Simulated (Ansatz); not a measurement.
# How far each method lies from UCCSDT(Q) for N–CH2, quartet

Geometry: that of the N–CH2, doublet, kept fixed. The doublet lies 5.4 eV lower here.

```xyz
4

N     0.0000    0.0000    0.6600
C     0.0000    0.0000   -0.5768
H     0.0000   -0.9374   -1.1497
H     0.0000    0.9373   -1.1497
```

Basis cc-pVDZ; Ansatz 0.2.0. Correlated methods freeze the noble-gas cores, which leaves 11 electrons in 36 orbitals. Prefix R: restricted or restricted open-shell reference; prefix U: unrestricted. Active spaces: valence = (11e, 10o) chosen from the atoms' valence shells.

Full CI isn't at hand for all of this; UCCSDT(Q) serves as the reference, and is uncertain by the last step of the cluster series or more. The frozen core follows each run's orbitals, which can shift R against U totals by a few meV.

For open shells CISD is restricted-active-space CI with the open shells as a complete middle space.

* UHF ⟨S²⟩: 3.766
* T1 diagnostic (RCCSD): 0.0186
* largest doubles amplitude (RCCSD): 0.038
* T1 diagnostic (UCCSD): 0.0126

```tsv
level	E − E(UCCSDT(Q)) (kcal/mol)	share of correlation (%)	wall time
RHF	159.14	0.00	–
UHF	153.12	3.79	–
RMP2	24.01	84.91	–
UMP2	24.51	84.60	–
CISD	12.07	92.41	3.9 s
RCCSD	3.58	97.75	–
UCCSD	3.46	97.83	–
RCCSD(T)	0.62	99.61	0.99 s
UCCSD(T)	0.58	99.64	1 s
BCCD(T)	0.61	99.61	1.1 s
RCCSDT	0.20	99.88	–
UCCSDT	0.15	99.90	–
RCCSDT(Q)	0.05	99.97	13 s
CASSCF (valence space)	117.47	26.19	–
NEVPT2 (valence space)	23.16	85.45	3 s
NEVPT4(SD) (valence space)	2.14	98.66	5.5 s
MRCISD (valence space)	6.99	95.61	–
MRCISD+Q (valence space)	0.57	99.64	6 s
```

The correlation energy at UCCSDT(Q), counted from RHF, is -6.901 eV. That run took 12 s on 1 thread of Arm Neoverse V2, shared host.

Times hold each run's SCF and search for its determinant on a shared host, so for small cases they say little of a method's own cost; they ran on 1 thread of Arm Neoverse V2.

Natural occupations of CASSCF (valence space) about the gap: 1.986 1.978 1.976 1.003 1.001 0.997 0.025 0.021 0.016; effectively unpaired electrons, Σ n²(2−n)², 3.01.
